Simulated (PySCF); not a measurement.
One molecule, one basis, several functionals.

C₃H₂ClNO.
Bonds: Cl1–C2, C2–C3 (aromatic), C3–O4 (aromatic), O4–C5 (aromatic), C5–N6 (aromatic), C2–N6 (aromatic). Hydrogens: H7 on C3; H8 on C5.

PySCF, def2-SVPD basis, density fitting, gas phase, PBE0-D3(BJ)/def2-SVP geometry; singlet excitations by full TDDFT with frozen cores, triplets by Tamm–Dancoff TDDFT and ionisation energies by ΔSCF, from the lowest of the holes tried. One functional is left out:

```csv
functional,exact exchange (%),HOMO energy (eV),LUMO energy (eV),lowest singlet excitation (eV),lowest triplet excitation (eV),dipole moment (D),mean polarisability (au),vertical ionisation energy (eV)
LDA,0,-6.49,-1.91,5.42,4.15,2.164,57.7,9.67
PBE,0,-6.30,-1.66,5.47,4.02,2.165,57.5,9.40
B3LYP,20,-7.18,-0.94,5.84,4.04,2.193,56.2,9.51
BHandHLYP,50,-8.32,0.36,6.22,3.97,2.259,54.4,9.41
```

Predict the row of PBE0 (25 % exact exchange) by straight lines through the other rows, and check it.

```json
{"property": "HOMO energy (eV)", "line": "-7.36", "computed": "-7.39", "computed − line": "-0.03", "B3LYP (20 %), for comparison": "-7.18"}
{"property": "LUMO energy (eV)", "line": "-0.72", "computed": "-0.68", "computed − line": "+0.04", "B3LYP (20 %), for comparison": "-0.94"}
{"property": "lowest singlet excitation (eV)", "line": "5.85", "computed": "5.99", "computed − line": "+0.14", "B3LYP (20 %), for comparison": "5.84"}
{"property": "lowest triplet excitation (eV)", "line": "4.03", "computed": "4.02", "computed − line": "-0.01", "B3LYP (20 %), for comparison": "4.04"}
{"property": "dipole moment (D)", "line": "2.209", "computed": "2.238", "computed − line": "+0.029", "B3LYP (20 %), for comparison": "2.193"}
{"property": "mean polarisability (au)", "line": "56.0", "computed": "55.5", "computed − line": "-0.5", "B3LYP (20 %), for comparison": "56.2"}
{"property": "vertical ionisation energy (eV)", "line": "9.48", "computed": "9.50", "computed − line": "+0.02", "B3LYP (20 %), for comparison": "9.51"}
```

Which of these properties follows the share of exact exchange most closely, and which least?

Most closely the mean polarisability, least the vertical ionisation energy; the correlations over the tabulated rows are mean polarisability -0.998, HOMO energy -0.996, LUMO energy 0.995, dipole moment 0.995, lowest singlet excitation 0.992, lowest triplet excitation -0.715, vertical ionisation energy -0.465. The mean polarisability moves by -0.64 au for every 10 %. Functionals with the same share still differ in their other parts: at 0 % LDA and PBE differ by 0.2 au in it.
